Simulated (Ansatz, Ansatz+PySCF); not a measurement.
Two shapes of singlet O3.

Shape 1:

```xyz
3

O     0.8372    0.0000    0.0000
O    -0.4186    0.7250    0.0000
O    -0.4186   -0.7250    0.0000
```

Shape 2:

```xyz
3

O    -0.0376    0.0040   -0.4530
O    -0.0167    1.0707    0.1641
O     0.0037   -1.1105    0.2070
```

Basis set: STO-3G (spherical functions). Left uncorrelated: 3 orbitals. Charge 0, multiplicity 1.

Computed with Ansatz (development build ahead of 0.2.0); each method stands on the lowest determinant of its kind that the runs found.

Which shape is lower in energy, and by how much in each method?

```json
{"method": "RHF", "E(2) − E(1) (eV)": "2.065"}
{"method": "RHF-MP2", "E(2) − E(1) (eV)": "0.866"}
```

Shape 1 is lower. Caution: in another basis set an unrestricted determinant lies well below.
